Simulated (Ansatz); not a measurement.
## Two structures, one formula

The two ends of one reaction step of Si2H8S, singlet (PBE0-D4/def2-TZVP).

A:

Si1  (-0.555, 0.857, -0.974)
H2  (-0.624, -3.247, 1.064)
H3  (-0.267, 2.085, -1.764)
H4  (-2.028, 0.690, -0.883)
Si5  (0.429, 0.988, 1.143)
H6  (-0.460, -2.853, 0.451)
S7  (0.114, -0.906, -2.001)
H8  (1.909, 0.953, 0.984)
H9  (0.006, -0.168, 1.974)
H10  (0.053, 2.254, 1.829)
H11  (1.422, -0.652, -1.824)
(Å)

B:

```
11
angstrom
Si -0.1826 0.1422 0.1230
H 0.1234 -1.2970 0.3402
H 0.7381 0.6784 -0.9147
H -1.5851 0.2805 -0.3461
Si 0.1185 1.3193 2.1237
H 0.0935 -2.7936 -2.4372
S -0.5129 -1.8454 -3.1670
H 1.5222 1.1849 2.6001
H -0.7886 0.7937 3.1801
H -0.1749 2.7651 1.9278
H 0.6487 -1.2281 -3.4297
```

Ansatz 0.2.0; basis: def2-TZVPP; cores frozen in the correlated methods. B3LYP uses VWN-RPA correlation.

(1) Which structure is lower at CCSD(T), and by how much? (To be estimated.)

T1 diagnostic: at most 0.012.

Answers

(1) The calculation gives: A, by 27.0 kJ/mol (electronic energy, against the other). By their contacts, A is a complex of Si₂H₆S ([SiH3][SiH2][SH]) + H₂ and B is a complex of Si₂H₆ ([SiH3][SiH3]) + H₂S.

All methods give the same order:

```json
{"method": "SPW92", "E(B) − E(A) (kJ/mol)": "30.3"}
{"method": "PBE-D4", "E(B) − E(A) (kJ/mol)": "36.8"}
{"method": "BLYP-D4", "E(B) − E(A) (kJ/mol)": "33.5"}
{"method": "r2SCAN-D4", "E(B) − E(A) (kJ/mol)": "35.5"}
{"method": "B97M-V", "E(B) − E(A) (kJ/mol)": "28.8"}
{"method": "PBE0-D4", "E(B) − E(A) (kJ/mol)": "34.0"}
{"method": "B3LYP-D4", "E(B) − E(A) (kJ/mol)": "30.7"}
{"method": "r2SCAN0-D4", "E(B) − E(A) (kJ/mol)": "33.4"}
{"method": "BHLYP-D4", "E(B) − E(A) (kJ/mol)": "27.6"}
{"method": "CAM-B3LYP-D4", "E(B) − E(A) (kJ/mol)": "24.7"}
{"method": "wB97X-V", "E(B) − E(A) (kJ/mol)": "28.3"}
{"method": "wB97M-V", "E(B) − E(A) (kJ/mol)": "29.9"}
{"method": "B2PLYP", "E(B) − E(A) (kJ/mol)": "28.1"}
{"method": "PBE-QIDH", "E(B) − E(A) (kJ/mol)": "32.8"}
{"method": "RPA on PBE", "E(B) − E(A) (kJ/mol)": "22.4"}
{"method": "HF", "E(B) − E(A) (kJ/mol)": "13.3"}
{"method": "MP2", "E(B) − E(A) (kJ/mol)": "36.8"}
{"method": "CCSD", "E(B) − E(A) (kJ/mol)": "22.7"}
{"method": "CCSD(T)", "E(B) − E(A) (kJ/mol)": "27.0"}
```

Labels in which every atom is bracketed show which atoms are joined, not bond orders.

For scale, one of the runs: CCSD(T)/def2-TZVPP, 238 basis functions, launched by `ansatz run in.yaml --threads 4 --pin off --events-out ev --progress --plain --max-ram 9574MiB`. Hardware: 4 CPU threads of an Arm Neoverse V1, shared host. Wall time 62 s; peak host memory 3.9 GiB.
